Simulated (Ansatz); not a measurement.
Density of states of HfV$_{2}$ (Fd-3m, a = 7.218 Å, b = 7.218 Å, c = 7.218 Å, α = 90.00°, β = 90.00°, γ = 90.00°), in states per eV and primitive cell, averaged over bins of 0.5 eV. Theory: DFT PBEsol, scalar-relativistic, plane waves, PAW (Ansatz 0.2.0).

Plane waves to 420 eV, a k mesh through Γ of 8×8×8 on the computed 6-atom cell and Gaussian smearing (0.10 eV); no spin polarisation.

The cell is relaxed at this level. The states (both spins) are summed by tetrahedra on a 12×12×12 mesh at the self-consistent density. Energies are bin centres; the table starts no lower than −8 eV and ends at 6 eV, or lower where the solved bands end.

It is a metal at this level.

| E − E_F (eV) | total | V 3d | Hf 5d | V 4s | Hf 6s |
| --- | --- | --- | --- | --- | --- |
| -6.50 | 0.16 | 0.00 | 0.00 | 0.09 | 0.06 |
| -6.00 | 0.36 | 0.00 | 0.00 | 0.19 | 0.14 |
| -5.50 | 0.52 | 0.01 | 0.01 | 0.27 | 0.20 |
| -5.00 | 0.70 | 0.02 | 0.03 | 0.33 | 0.28 |
| -4.50 | 1.00 | 0.05 | 0.08 | 0.40 | 0.41 |
| -4.00 | 1.05 | 0.11 | 0.11 | 0.38 | 0.40 |
| -3.50 | 1.90 | 0.39 | 0.30 | 0.72 | 0.41 |
| -3.00 | 5.70 | 2.55 | 1.40 | 0.86 | 0.75 |
| -2.50 | 4.11 | 1.79 | 1.45 | 0.53 | 0.25 |
| -2.00 | 4.19 | 2.41 | 1.21 | 0.41 | 0.06 |
| -1.50 | 4.83 | 3.58 | 0.78 | 0.30 | 0.03 |
| -1.00 | 9.05 | 6.62 | 1.66 | 0.41 | 0.07 |
| -0.50 | 15.09 | 10.15 | 3.96 | 0.34 | 0.18 |
| 0.00 | 12.92 | 7.80 | 3.11 | 0.80 | 0.18 |
| 0.50 | 2.28 | 1.36 | 0.53 | 0.15 | 0.01 |
| 1.00 | 3.13 | 2.28 | 0.50 | 0.16 | 0.02 |
| 1.50 | 7.57 | 5.44 | 1.66 | 0.14 | 0.07 |
| 2.00 | 7.14 | 5.00 | 1.69 | 0.08 | 0.11 |
| 2.50 | 9.42 | 7.53 | 1.45 | 0.06 | 0.13 |
| 3.00 | 8.02 | 6.10 | 1.44 | 0.12 | 0.12 |
| 3.50 | 4.87 | 3.27 | 1.40 | 0.06 | 0.06 |

The columns after the total are the main Löwdin projections on the occupied valence shells of the potentials; 3 others are left out. The rest of the total lies in those, in shells that are empty in the free atom, which aren't projected, and between the atoms.

Spin-orbit coupling is left out, which matters for the bands of heavy elements.

A ferromagnetic start lost its moments in a first run, so spin was left out; other magnetic orders weren't tried.

Cost: 1 run of about 1.2 core-minutes, on Arm Neoverse V1 (shared hosts).